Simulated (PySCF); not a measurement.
## Magnetic susceptibility: `O=S(=O)(O)O`, H2O4S

Geometry:
| atom | x (Å) | y (Å) | z (Å) |
| --- | --- | --- | --- |
| O1 | -0.870 | -0.559 | -1.408 |
| S2 | -0.449 | -0.225 | -0.076 |
| O3 | -1.241 | -0.420 | 1.107 |
| O4 | 0.008 | 1.316 | -0.131 |
| O5 | 0.949 | -0.963 | 0.212 |
| H6 | -0.009 | 1.668 | 0.773 |
| H7 | 1.408 | -1.084 | -0.634 |

Level of theory: PySCF 2.14.0, GIAO CAM-B3LYP/aug-pcSseg-1 magnetisability, rotational g tensor and spin-rotation constants, non-relativistic, gas phase. Geometry: PBE0-D3(BJ)/def2-SVP.

Task: What are the magnetisability and the molar susceptibility?

Result: Isotropic -713 × 10⁻³⁰ J/T², or -42.9 × 10⁻⁶ cm³/mol; principal values -732, -714, -692 × 10⁻³⁰ J/T², anisotropy 35 × 10⁻³⁰ J/T² (root of half the summed squared differences of the principal values). The susceptibility is in cgs units.

Task: Split it along the inertial axes a, b, c into diamagnetic and paramagnetic parts about the centre of mass, with the quadrupole moment.

Result: 
```csv
axis,χ (10⁻⁶ cm³/mol),diamagnetic (10⁻⁶ cm³/mol),paramagnetic (10⁻⁶ cm³/mol),summed x² of all electrons (Å²),quadrupole Θ (D Å)
a,-42.8,-287.5,244.7,36.3,+8.63
b,-42.9,-293.5,250.6,34.8,-8.35
c,-43.0,-301.7,258.7,32.9,-0.28
```
Anisotropies 2χaa − χbb − χcc = +0.2 and 2χbb − χaa − χcc = 0.0 × 10⁻⁶ cm³/mol. Θ is traceless in Buckingham's convention.

Task: And the rotational g tensor?

Result: 
| axis | rotational constant (GHz) | g | nuclear part | electronic part |
| --- | --- | --- | --- | --- |
| a | 4.9948 | -0.0572 | 0.5170 | -0.5742 |
| b | 4.8952 | -0.0329 | 0.5434 | -0.5764 |
| c | 4.7129 | -0.0420 | 0.5307 | -0.5727 |

Asymmetric top; isotopes 1H, 16O, 32S; no vibrational averaging.
